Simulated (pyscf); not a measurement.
PySCF, gas phase, ωB97X-D3(BJ)/def2-SVP geometries. MP2 and CC: frozen core, UHF for open shells. ΔMP2 is the change of the MP2 total energy from the triple- to the quadruple-zeta basis.

### Question
Estimate the classical barrier height and the reaction energy of H₂C=C(CH₃)–Cl -> HC≡C–CH₃ + HCl at CCSD(T)/def2-TZVPP. The step runs on the singlet surface, breaks C–Cl, C–H and forms Cl–H; take the reactant's lowest minimum found as zero.

### Answer
ΔE‡ = 73.4 kcal/mol, ΔE = +30.1 kcal/mol. CCSD(T)/def2-TZVPP + ΔMP2(QZVPP) gives 72.0 kcal/mol and +30.4 kcal/mol. Zero-point energy shifts the barrier by -5.5 kcal/mol. It is an elimination, with an imaginary mode of 1567i cm⁻¹. On the product side the descent ends in a complex, 4.5 kcal/mol under the separated species and 41.9 kcal/mol under the saddle at ωB97X-D3(BJ)/def2-TZVP. This is the saddle that the search found; another between the same sides may lie lower. The CCSD(T) − MP2 part came from Ansatz, without density fitting, on the same reference.
